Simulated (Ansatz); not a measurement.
Results of LDA (PAW; Ansatz, a program for electronic structure) for fcc Cu.

Run with plane-wave cutoff 520 eV, 20×20×20 k mesh, Fermi–Dirac smearing 0.1 eV, perturbation theory, no spin polarisation, scalar-relativistic PAW data made under PBE.

Computed at the level's own relaxed cell.

```cif
data_Cu
_chemical_formula_sum 'Cu1'
_space_group_name_H-M_alt 'P 1'
_space_group_IT_number 1
_cell_length_a 2.48764
_cell_length_b 2.48764
_cell_length_c 2.48764
_cell_angle_alpha 60.000
_cell_angle_beta 60.000
_cell_angle_gamma 60.000
loop_
_space_group_symop_operation_xyz
  'x, y, z'
loop_
_atom_site_label
_atom_site_type_symbol
_atom_site_fract_x
_atom_site_fract_y
_atom_site_fract_z
_atom_site_occupancy
Cu1 Cu 0.00000 0.00000 0.00000 1
```

Harmonic phonon frequencies (cm⁻¹; i marks an imaginary mode):

| q point | frequencies |
|---|---|
| X | 186 186 269 |
| L | … |
| W | … |

Problem. Fill in the missing entries.

Solution. 
- L, frequencies: 124 124 274
- W, frequencies: 184 229 229

No imaginary mode appears at these points.
